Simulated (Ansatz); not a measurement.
We consider bcc Ba, described by BLYP in Ansatz (PAW).

Run with plane-wave cutoff 520 eV, 16×16×16 k mesh, Fermi–Dirac smearing 0.05 eV, scalar-relativistic PAW data made under PBE.

Energies at three volumes about the minimum:

```csv
V (Å³/atom),E − E_lowest (meV/atom)
65.174,0.68
66.504,0.00
67.834,0.70
```

**Question.** Fit a parabola by hand: where is the minimum, what lattice constant follows, and what is the bulk modulus?

**Answer.** Slopes: (0.00 − 0.68)/(66.504 − 65.174) = -0.511 and (0.70 − 0.00)/(67.834 − 66.504) = 0.526 meV/Å³. Curvature E″ = 2 × (0.526 − (-0.511))/(67.834 − 65.174) = 0.780 meV/Å⁶. From the middle of the first interval, the slope vanishes at V0 = 65.8390 − (-0.511)/0.780 = 66.494 Å³/atom. B = V0 E″ = 66.494 × 0.780 meV/Å³ × 0.1602 GPa per meV/Å³ = 8.31 GPa. With 2 atoms in the cube, a = (2 × 66.494)^(1/3) = 5.104 Å. The full Birch–Murnaghan fit to all volumes gives V0 = 66.477 Å³/atom and B0 = 8.30 GPa.

Measured, for comparison: bulk modulus 9.34 GPa (corrected for temperature and zero-point phonon effects, our sources range from 9.34 to 10.6; as tabulated in Levämäki et al. (2014), arXiv:1402.3671); lattice constant a 4.995 Å (low-temperature or extrapolated to 0 K; zero-point anharmonic expansion removed, our sources range from 4.995 to 5.004; as tabulated in Csonka et al. (2009), arXiv:0903.4037). Computed (rounded) less measured: bulk modulus -11 % (-11 % to -22 % over the range).

Ansatz is a quantum-chemistry and plane-wave program.
